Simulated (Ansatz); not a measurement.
**How far each method lies from full CI for HCAl, singlet**

Geometry: a point of a bend scan, not a stationary point.

```
atom   x (Å)   y (Å)    z (Å)
  Al  0.0000  0.0000  -1.5989
   C  0.0000  0.0000   0.2516
   H  0.0000  0.0000   1.3474
```

Basis 6-31G; Ansatz 0.2.0. Only valence electrons are correlated (noble-gas cores frozen), which leaves 8 electrons in 18 orbitals. Prefix R: restricted or restricted open-shell reference; prefix U: unrestricted. Active spaces: valence = (8e, 9o) chosen from the atoms' valence shells; pair = (2e, 2o) about the gap.

Full CI is exact within this basis and frozen core; it isn't the basis-set limit. The frozen core follows each run's orbitals, which can shift R against U totals by a few meV.

The determinant fills πx and πy unequally, so it is a mixture of Σ and Δ, which weighs on every level built on one determinant.

RHF is unstable: UHF (⟨S²⟩ = 1.00) lies 1.27 eV below the lowest RHF solution. Higher spins weren't run at this geometry and may lie near or lower.

- UHF ⟨S²⟩: 1.000
- T1 diagnostic (RCCSD): 0.0200
- largest doubles amplitude (RCCSD): 0.200

| level | E − E(full CI) (kJ/mol) | wall time |
| --- | --- | --- |
| RHF† | 339.2 | – |
| UHF† | 217.0 | – |
| RMP2† | 111.8 | – |
| UMP2† | 14.9 | – |
| CISD† | 57.0 | 0.48 s |
| RCCSD† | 33.9 | – |
| UCCSD*† | -88.9 | – |
| RCCSD(T)† | 22.4 | 0.51 s |
| UCCSD(T)*† | -112.1 | 1.4 s |
| BCCD(T)† | 22.4 | 0.6 s |
| RCCSDT*† | 9.5 | – |
| UCCSDT*† | -125.7 | – |
| RCCSDT(Q)*† | 5.9 | 1.8 s |
| UCCSDT(Q)*† | -127.3 | 4.2 s |
| RCCSDTQ*† | 6.5 | 8.5 s |
| UCCSDTQ*† | -126.6 | 34 s |
| CASSCF (pair space)† | 279.1 | – |
| NEVPT2 (pair space)† | 83.0 | 0.66 s |
| CASSCF (valence space) | 79.5 | – |
| NEVPT2 (valence space) | 23.0 | 3.6 s |
| NEVPT4(SD) (valence space) | 4.4 | 4.6 s |
| MRCISD (valence space) | 3.5 | – |
| MRCISD+Q (valence space) | 2.0 | 4.8 s |

An asterisk marks runs whose energy the program itself flagged as in doubt. A dagger marks rows that describe another state than the reference (another or a broken symmetry, a higher spin or other natural occupations), so the difference holds a gap between states beside the method's error.

Times hold each run's SCF and search for its determinant on a shared host, so for small cases they say little of a method's own cost; they ran on 1 thread of Arm Neoverse V1.

The restricted determinant belongs to another symmetry than the lowest state (B2); the lowest full-CI state of the determinant's symmetry (A1) lies 0.065 eV higher, and methods that keep that symmetry describe that state.

Unrestricted levels hold only the spin's projection, and here they fall towards a lower state of higher spin.

The full-CI state has the irrep B2 of C2v, in the program's axes (one component, if the state is degenerate).

Natural occupations of full CI about the gap: 1.967 1.955 1.782 1.002 0.982 0.206 0.035 0.024 0.020 0.008; effectively unpaired electrons, Σ n²(2−n)², 2.31. No single determinant describes this state well, so single-reference rows can miss without a flag.
